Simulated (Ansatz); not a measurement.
**One shape, several levels: P2 (SMILES P#P)**

We compute a comparison of 6 runs (B2PLYP/STO-3G, BHLYP/STO-3G, PBE0/STO-3G, r2SCAN/STO-3G, wB97X/STO-3G, UCCSD(T)/STO-3G) of P2. 

The results are computed with Ansatz 0.2.0.

36 further runs of the same task are left out: 13 that didn't finish, 23 set aside as unsound or not needed.

## Step 1: The system as given

P2: 2 atoms, total charge 0, spin state singlet. SMILES: `P#P`. The P2–P1 distance was set to 3.787 Å, away from the relaxed value.

## Step 2: The energy at B2PLYP/STO-3G (run 1)

Input file in.yaml:

```yaml
crystal:
  periodic: [false, false, false]
  atoms:
    - {symbol: P, position_ang: [0.000000, 0.000000, -1.893400]}
    - {symbol: P, position_ang: [0.000000, 0.000000, 1.893400]}
basis:
  gaussian:
    orbitals: STO-3G
hamiltonian:
  xc: {name: B2PLYP}
correlation:
  frozen_orbitals: {P: 5}
accuracy: high
```

Launch:

```console
$ ansatz run in.yaml --threads 1 --pin off --max-ram 2610MiB --events-out events.jsonl --progress --plain --runs-dir runs
```

The log of the run:

```text
Warning: RAYON_NUM_THREADS=1 ignored (pool sized by the plan → 1); use --threads N
Functional definition: B2PLYP
  name "B2PLYP"
  parameter a = 0.53
  parameter c = 0.27
  exchange = (1 - a)*b88_x + a*exact_x
  correlation = (1 - c)*lyp_c + c*(mp2_os + mp2_ss)
267 factors; integrals over basis functions are off by at most 3.9e-9 eV
mean field evaluation 1: about -18342.8106 eV, gradient 6.9e-1 eV
mean field evaluation 2: about -18342.8102 eV, gradient 6.8e-1 eV
mean field evaluation 4: about -18342.8139 eV, gradient 7.1e-3 eV
mean field evaluation 8: about -18342.8139 eV, gradient 4.4e-5 eV
mean field evaluation 16: about -18343.2590 eV, gradient 2.8e0 eV
mean field evaluation 32: about -18344.5897 eV, gradient 1.9e-2 eV
mean field evaluation 64: about -18345.3461 eV, gradient 7.0e-2 eV
mean field -18345.35041734 eV, -674.1791929121 hartree, gradient 6.6e-9 eV, S^2 0.000000; 10 other end points of the search recorded, 0 dependent functions left out; unrestricted orbitals would lower it
10 core orbitals not correlated: weight in the atoms' cores, before any rotation towards them, 1.000 or more for the frozen orbitals, at most 0.000 for the correlated occupied ones
reference -18345.35043449 eV, -674.1791935425 hartree; 5, 5 occupied and 3, 3 virtual orbitals, 267 factors
second order -5.11803869 eV of doubles, -0.00000000 eV of singles
Total energy: -18346.73230494 eV, -674.2299763447 hartree
```

Wall time 1.7 s (1 thread of Arm Neoverse V2, shared host).

## Step 3: The energy at BHLYP/STO-3G (run 2)

Input file molecule.yaml:

```yaml
crystal:
  periodic: [false, false, false]
  atoms:
    - {symbol: P, position_ang: [0.000000, 0.000000, -1.893400]}
    - {symbol: P, position_ang: [0.000000, 0.000000, 1.893400]}
basis:
  gaussian: {orbitals: STO-3G}
hamiltonian: {xc: {name: BHLYP}}
accuracy: high
```

Launch:

```console
$ ansatz run molecule.yaml --threads 1 --pin off --max-ram 2610MiB --events-out events.jsonl --progress --plain --runs-dir runs
```

The log of the run:

```text
Warning: RAYON_NUM_THREADS=1 ignored (pool sized by the plan → 1); use --threads N
Functional definition: BHLYP
  name "BHLYP"
  parameter a = 0.5
[... 1 set-up line as earlier in the session ...]
  correlation = lyp_c
267 factors; integrals over basis functions are off by at most 3.9e-9 eV
mean field evaluation 1: about -18351.8060 eV, gradient 6.4e-1 eV
mean field evaluation 2: about -18351.8093 eV, gradient 3.2e-2 eV
mean field evaluation 4: about -18351.8086 eV, gradient 7.8e-3 eV
mean field evaluation 8: about -18351.8086 eV, gradient 4.6e-5 eV
mean field evaluation 16: about -18351.8086 eV, gradient 9.7e-10 eV
mean field evaluation 32: about -18353.3664 eV, gradient 1.9e-1 eV
mean field evaluation 64: about -18353.3129 eV, gradient 4.9e0 eV
mean field -18354.11185736 eV, -674.5011698942 hartree, gradient 1.9e-9 eV, S^2 0.000000; 7 other end points of the search recorded, 0 dependent functions left out
reference -18354.11187565 eV, -674.5011705662 hartree; 15, 15 occupied and 3, 3 virtual orbitals, 267 factors
Total energy: -18354.11187565 eV, -674.5011705662 hartree
```

Wall time 1.4 s (1 thread of Arm Neoverse V2, shared host).

Runs 3 to 5 aren't shown in full; the table further down has their settings and results.

## Step 4: A single-point energy at UCCSD(T)/STO-3G (run 6)

Input file input.yaml:

```yaml
basis:
  gaussian:
    orbitals: STO-3G
crystal:
  periodic: [false, false, false]
  atoms:
    - {symbol: P, position_ang: [0.000000, 0.000000, -1.893400]}
    - {symbol: P, position_ang: [0.000000, 0.000000, 1.893400]}
magnetization:
  spin_polarized: true
correlation:
  method: ccsd_t
  frozen_orbitals: {P: 5}
accuracy: high
scf:
  omitted_lower_state_checks: [cluster_reference, increment]
```

Launch:

```console
$ ansatz run input.yaml --threads 1 --pin off --max-ram 2610MiB --events-out events.jsonl --progress --plain --runs-dir runs
```

The log of the run (excerpt; [...] marks lines left out):

```text
Warning: RAYON_NUM_THREADS=1 ignored (pool sized by the plan → 1); use --threads N
Functional definition: HF
  name "HF"
[...]
267 factors; integrals over basis functions are off by at most 3.9e-9 eV
[...]
mean field -18333.34607146 eV, -673.7380413378 hartree, gradient 7.0e-9 eV, S^2 2.993091; 14 other end points of the search recorded, 0 dependent functions left out
10 core orbitals not correlated: weight in the atoms' cores, before any rotation towards them, 1.000 or more for the frozen orbitals, at most 0.000 for the correlated occupied ones
reference -18333.34607146 eV, -673.7380413378 hartree; 5, 5 occupied and 3, 3 virtual orbitals, 267 factors
second order -0.00208991 eV of doubles, -0.00000000 eV of singles
cycle   1  -0.00299604 eV  change   -9.1e-4 eV  update   3.4e-3
[...]
cycle  38  -0.01117712 eV  change  -4.5e-10 eV  update  3.6e-10
perturbative correction -0.00015482 eV, -0.0000056894 hartree
Total energy: -18333.35740340 eV, -673.7384577788 hartree
Checks for a lower state left out: cluster_reference, increment
```

It took 0.61 s on 1 thread of Arm Neoverse V2, shared host.

## Step 5: All runs side by side

| run | level | frozen core orbitals | energy (Eh) | wall time |
| --- | --- | --- | --- | --- |
| 1 | B2PLYP/STO-3G | 10 | -674.229976 | 1.7 s |
| 2 | BHLYP/STO-3G | – | -674.501171 | 1.4 s |
| 3 | PBE0/STO-3G | – | -674.243892 | 2.9 s |
| 4 | r2SCAN/STO-3G | – | -674.493993 | 6.3 s |
| 5 | wB97X/STO-3G | – | -674.455240 | 5.7 s |
| 6 | UCCSD(T)/STO-3G | 10 | -673.738458 | 0.61 s |

## Step 6: Outcome

| quantity | value |
| --- | --- |
| run 6: total energy | -673.73846 Eh |
| run 6: correlation energy (10 core orbitals frozen) | -0.4 mEh |
| run 6: (T) correction | -0.01 mEh |
| run 6: ⟨S²⟩ of the reference determinant | 2.993 |
| run 6: T1 diagnostic | 0.006 |

Totals of different functionals can't be ranked against each other. In run 1 the log says that unrestricted orbitals would lower the reference, so the values rest on an unstable closed-shell determinant (other closed-shell runs at this shape may share the fault). In runs 1, 2, 3, 4, 5, 6 the basis is minimal, so the values are rough. In runs 1, 2, 3, 4, 5 a closed-shell determinant meets a far-stretched bond, which it describes badly. Spin contamination of the reference: run 6 ⟨S²⟩ = 2.99. Where it is this large, the reference is a mixture of spin states, and values that rest on it are in doubt. All runs together took 19 s, the longest 6.3 s.
